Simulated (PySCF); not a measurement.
# Changing the system itself: H2SSi

Aim: change spin, charge, geometry, field or solvent of H2SSi, one at a time, and compare with the base run.

Method: method and basis as typed in the scripts; program: PySCF 2.14.0.

## Step 1: Where the work starts

H2SSi: 4 atoms, charge 0, spin multiplicity 1.

Bond lengths: Si1–S2 1.996 Å, Si1–H3 1.530 Å, Si1–H4 1.530 Å. Angles: S2–Si1–H3 125.0°, S2–Si1–H4 125.0°, H3–Si1–H4 109.9°.

## Step 2: The run that the others are compared with

The input, input.py:

```python
from pyscf import gto, scf, mp

mol = gto.M(
    atom='Si 0.9125 0 0.4122; S -0.9065 0 -0.4095; H 1.197 0 1.9153; H 2.2284 0 -0.3678',
    basis='3-21g',
    charge=0,
    spin=0,
    verbose=4,
)
mf = scf.RHF(mol)
mf.kernel()
mp.MP2(mf, frozen=10).kernel()
mf.dip_moment()
print('orbital energies (hartree):', mf.mo_energy[..., max(0, mol.nelec[1]-3):mol.nelec[0]+3].round(4))
```

The run is started by

```bash
$ OMP_NUM_THREADS=1 python input.py
```

The log of this run is left out.

Base result: E(SCF) = -684.102951 Eh, 10 cycles, E(MP2) − E(SCF) = -0.11647 Eh, μ = 4.02 D (of the SCF density).

## Step 3: Coordinates × 1.288

Run 1 changes geometry: coordinates × 1.03 → coordinates × 1.288.

The input, input.py:

```python
from pyscf import gto, scf, mp

mol = gto.M(
    atom='Si 1.141 0 0.5155; S -1.1336 0 -0.5121; H 1.4968 0 2.395; H 2.7866 0 -0.4599',
    basis='3-21g',
    charge=0,
    spin=0,
    verbose=4,
)
mf = scf.RHF(mol)
mf.kernel()
mp.MP2(mf, frozen=10).kernel()
mf.dip_moment()
print('orbital energies (hartree):', mf.mo_energy[..., max(0, mol.nelec[1]-3):mol.nelec[0]+3].round(4))
```

The run is started by

```bash
$ OMP_NUM_THREADS=1 python input.py
```

## Step 4: Coordinates × 2.06

Run 2 changes geometry: coordinates × 1.03 → coordinates × 2.06.

input.py, as its differences from that of step 2:

```diff
@@ -3,3 +3,3 @@
 mol = gto.M(
-    atom='Si 0.9125 0 0.4122; S -0.9065 0 -0.4095; H 1.197 0 1.9153; H 2.2284 0 -0.3678',
+    atom='Si 1.825 0 0.8244; S -1.813 0 -0.8191; H 2.3939 0 3.8306; H 4.4568 0 -0.7356',
     basis='3-21g',
```

## Step 5: Coordinates × 0.958

Run 3 changes geometry: coordinates × 1.03 → coordinates × 0.958.

input.py, as its differences from that of step 2:

```diff
@@ -3,3 +3,3 @@
 mol = gto.M(
-    atom='Si 0.9125 0 0.4122; S -0.9065 0 -0.4095; H 1.197 0 1.9153; H 2.2284 0 -0.3678',
+    atom='Si 0.8487 0 0.3834; S -0.8431 0 -0.3809; H 1.1133 0 1.7814; H 2.0726 0 -0.3421',
     basis='3-21g',
```

Before running it: what results should come out? Wanted: for each run, E(SCF); from base; gap; SCF dipole; after the SCF.

The runs gave:

| run | E(SCF) (hartree) | from base (eV) | cycles | gap (eV) | SCF dipole (D) | after the SCF |
| --- | --- | --- | --- | --- | --- | --- |
| base | -684.102951 | 0 | 10 | 9.90 | 4.02 | MP2 correlation -3.169 eV, core frozen |
| coordinates × 1.288 | -683.980177 | +3.3408 | 11 | 8.38 | 4.41 | MP2 correlation -3.360 eV, core frozen |
| coordinates × 2.06 | -683.662563 | +11.9835 | 14 | 5.79 | 1.60 | MP2 correlation -3.781 eV, core frozen |
| coordinates × 0.958 | -684.086574 | +0.4456 | 9 | 10.47 | 3.75 | MP2 correlation -2.976 eV, core frozen |

**Reading.** Of the runs whose energies can be compared, “coordinates × 2.06” moves the SCF energy most (+11.984 eV). With coordinates × 1.288 the frontier gap moves by over 1.5 eV, which can mean another electronic state rather than the bond length alone. With coordinates × 2.06 the frontier gap moves by over 1.5 eV, which can mean another electronic state rather than the bond length alone.
